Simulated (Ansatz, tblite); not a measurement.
# The cluster GeTe₂−: a ladder of methods and basis sets

One table from this session's results is given with a row withheld; the runs are named, their logs left out.

Program: Ansatz 0.2.0, Gaussian basis. Level of theory: as each input shows. These are calculated values, not measurements.

Plan: GFN2-xTB, PBE-D4/def2-TZVPD, r2SCAN-D4/def2-TZVPD, LC-ωPBE/def2-TZVPD, BLYP-D4/def2-TZVPD, r2SCANh-D4/def2-TZVPD, BHLYP-D4/def2-TZVPD, PBE-QIDH/def2-TZVPD, PBE-D4/def2-SVPD, PBE0-D4/def2-SVPD, CCSD(T)/def2-SVPD, MP2/def2-TZVPD, RPA/def2-TZVPD.

2 further runs of the same task are left out: 2 set aside as unsound or not needed. Runs told in other sessions of the task aren't counted.

## The relaxed structure

The geometry is that of the doublet, from an earlier relaxation (r2SCAN-D4/def2-TZVPD). At that level it is the lowest of the isomers that a small search found.

3 atoms, charge -1, spin multiplicity 2.

Bond lengths: Ge1–Te2 2.461 Å, Ge1–Te3 2.461 Å. Angles: Te2–Ge1–Te3 130.9°.

Te takes a core potential in the def2 sets. No spin-orbit coupling is included. The ion is computed in the gas phase, without counter-ions or solvent.

PBE0-D4/def2-TZVPD was run before; its log isn't repeated, and its numbers join the tables.

Set-up of the first run:

Tight binding, by tblite at 300 K electronic temperature and without a spin-polarisation term:

```python
tblite.interface.Calculator('GFN2-xTB', numbers, positions, charge=-1, uhf=1).singlepoint()
```

start.molden holds the orbitals of an earlier run on this state, given as this run's starting guess.

The input, in.yaml:

```yaml
crystal:
  periodic: [false, false, false]
  atoms:
    - {symbol: Ge, position_ang: [-0.378136, 0.069020, -0.562602]}
    - {symbol: Te, position_ang: [-0.328084, 2.057797, 0.885576]}
    - {symbol: Te, position_ang: [0.706220, -2.126817, -0.322974]}
basis:
  gaussian: {orbitals: def2-TZVPD, initial_orbitals: start.molden}
total_charge: -1
magnetization: {spin_polarized: true, initial_magnetization: 1}
hamiltonian: {xc: pbe, dispersion: d4}
scf: {omitted_lower_state_checks: [starts]}
output: {orbitals: {seedname: orbitals}}
```

Run with:

```bash
ansatz run in.yaml --threads 4 --pin off --events-out ev --progress --plain --max-ram 3916MiB
```

Steps of the session up to this table: PBE-D4/def2-TZVPD; r2SCAN-D4/def2-TZVPD; LC-ωPBE/def2-TZVPD; BLYP-D4/def2-TZVPD; r2SCANh-D4/def2-TZVPD; BHLYP-D4/def2-TZVPD; PBE-QIDH/def2-TZVPD; PBE-D4/def2-SVPD; PBE0-D4/def2-SVPD; CCSD(T)/def2-SVPD; MP2/def2-TZVPD; RPA/def2-TZVPD.

One of the session's tables, all rows but one given; the rest of the session is left out.

It belongs to the step «Levels side by side». 

```
                level  HOMO (eV)  LUMO (eV)  gap (eV)
     PBE-D4/def2-SVPD      -0.44       0.13      0.57
    PBE-D4/def2-TZVPD      -0.42       0.17      0.59
   BLYP-D4/def2-TZVPD      -0.23       0.24      0.47
 r2SCAN-D4/def2-TZVPD      -0.68       0.33      1.02
r2SCANh-D4/def2-TZVPD      -1.02       0.57      1.59
    PBE0-D4/def2-SVPD      -1.35       0.74      2.10
   PBE0-D4/def2-TZVPD      -1.32       0.79      2.11
  BHLYP-D4/def2-TZVPD      -2.06       1.47      3.54
   LC-ωPBE/def2-TZVPD          ?          ?         ?
```

Estimate the missing values for LC-ωPBE/def2-TZVPD.

The run gave: HOMO (eV): -3.60; LUMO (eV): 2.61; gap (eV): 6.21. In the column «HOMO (eV)» it is the lowest.
